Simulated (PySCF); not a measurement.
## C4H10OS: core ionisation energies

Compound: diethyl sulfoxide, C4H10OS.
Cartesian coordinates in Å at the PBE0-D3(BJ)/def2-SVP level; atoms count from 1:
```
atom  x, y, z in Å
C1     2.552    0.330   -0.833
C2     1.406   -0.395   -0.159
S3    -0.173    0.323   -0.732
O4    -0.154    1.763   -0.288
C5    -1.263   -0.545    0.452
C6    -2.650    0.058    0.375
H7     2.557    0.156   -1.920
H8     3.517   -0.008   -0.428
H9     2.458    1.412   -0.657
H10    1.385   -1.473   -0.388
H11    1.428   -0.256    0.934
H12   -0.814   -0.401    1.448
H13   -1.244   -1.617    0.197
H14   -3.302   -0.369    1.151
H15   -2.588    1.145    0.529
H16   -3.118   -0.125   -0.604
```

Computed, not measured: delta-SCF UKS SCAN, pcX-2 on the ionised atom, pcseg-1 elsewhere, spin-free X2C in PySCF 2.14.0. Vertical ΔSCF values, vacuum level as zero.

Problem. List the computed XPS lines with their assignment.

Solution. 
| atom(s) | bonded to | level | binding energy (eV) | above the level's lowest (eV) | count |
| --- | --- | --- | --- | --- | --- |
| C1/C6 | C and 3 H | C 1s | 290.90 | 0.00 | 2 |
| C2/C5 | S, C and 2 H | C 1s | 291.08 | +0.18 | 2 |
| O4 | S (double bond) | O 1s | 536.15 | 0.00 | 1 |
| S3 | O (double bond) and 2 C | S 1s | 2479.53 | 0.00 | 1 |

The 2 C 1s values lie within 0.18 eV of each other; Gaussian lines of 0.5 eV full width would blend them into one maximum.

Problem. Which photon wavelength matches the S 1s of S3 threshold?

Solution. λ = hc/E = 12398.42 eV Å / 2479.53 eV = 5.000 Å.

Problem. Give the binding energy of S 1s of S3 in hartree and in kJ/mol.

Solution. 2479.53 eV = 91.1210 Eh = 239238 kJ/mol.

The first atom of each set that the bonding makes equivalent was ionised and stands for the set. Not every level is listed. Isolated species at its PBE0-D3(BJ)/def2-SVP geometry (one conformer only).
